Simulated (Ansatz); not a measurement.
Input (CCSDT(Q)/aug-cc-pVTZ; Ansatz, a program for electronic structure):

Ansatz 0.2 input:
```yaml
crystal:
  periodic: [false, false, false]
  atoms:
    - {symbol: O, position_ang: [0.00000000, 0.00000000, -0.11714538]}
    - {symbol: H, position_ang: [0.00000000, -0.75670946, 0.46858151]}
    - {symbol: H, position_ang: [0.00000000, 0.75670946, 0.46858151]}
basis:
  gaussian:
    orbitals: aug-cc-pVTZ
magnetization: {spin_polarized: false}
correlation: {method: ccsdt_q, electrons: outside_noble_gas}
```

Output:

```
Functional definition: HF
integrals: 0.13 GiB planned
1080 factors; integrals over basis functions are off by at most 1.9e-7 eV
mean field: 0.19 GiB planned
mean field evaluation 1: about -2067.8415 eV, gradient 3.4e1 eV
mean field evaluation 2: about -2067.8414 eV, gradient 3.4e1 eV
mean field evaluation 4: about -2069.7076 eV, gradient 1.4e0 eV
mean field evaluation 8: about -2069.7152 eV, gradient 4.2e-5 eV
mean field evaluation 16: about -2069.7147 eV, gradient 3.2e-1 eV
mean field -2069.71521901 eV, -76.0606313952 hartree, gradient 2.4e-6 eV, S^2 0.000000; 0 other end points of the search recorded, 0 dependent functions left out
1 core orbitals not correlated
reference -2069.71521901 eV, -76.0606313952 hartree; 4, 4 occupied and 87, 87 virtual orbitals, 1080 factors
second order -7.30143033 eV of doubles, -0.00000000 eV of singles
coupled cluster: 1.07 GiB planned
cycle   1  -7.26335651 eV  change    3.8e-2 eV  update   5.9e-2
cycle   2  -7.53824903 eV  change   -2.7e-1 eV  update   2.7e-2
cycle   3  -7.69562168 eV  change   -1.6e-1 eV  update   9.6e-3
cycle   4  -7.67358256 eV  change    2.2e-2 eV  update   3.0e-3
cycle   5  -7.66453793 eV  change    9.0e-3 eV  update   1.1e-3
cycle   6  -7.66523265 eV  change   -6.9e-4 eV  update   4.2e-4
cycle   7  -7.66612353 eV  change   -8.9e-4 eV  update   1.2e-4
cycle   8  -7.66608222 eV  change    4.1e-5 eV  update   5.0e-5
cycle   9  -7.66601988 eV  change    6.2e-5 eV  update   1.9e-5
cycle  10  -7.66604822 eV  change   -2.8e-5 eV  update   8.1e-6
cycle  11  -7.66602938 eV  change    1.9e-5 eV  update   3.7e-6
cycle  12  -7.66602974 eV  change   -3.7e-7 eV  update   1.3e-6
cycle  13  -7.66602826 eV  change    1.5e-6 eV  update   5.0e-7
cycle  14  -7.66602826 eV  change   -4.1e-9 eV  update   1.9e-7
perturbative correction -0.01066384 eV, -0.0003918890 hartree
Total energy: -2077.39191111 eV, -76.3427446265 hartree
```
